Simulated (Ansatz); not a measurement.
```xyz
3

O    -0.059   -1.116    0.297
C     0.000    0.000    0.000
O     0.059    1.116   -0.297
```

The species carries charge 0 and has multiplicity 1.

(1) List the PBE/def2-TZVPP orbital energies in eV (Ansatz 0.2.0). (Estimate.)

Answers

(1) Computed: Occupied: -512.34, -512.34, -273.54, -29.19, -28.19, -13.70, -12.75, -12.75, -12.63, -9.03, -9.03. Lowest empty: -0.15, -0.15, -0.11, 4.07, 4.52, 4.52, 6.91, 9.05.
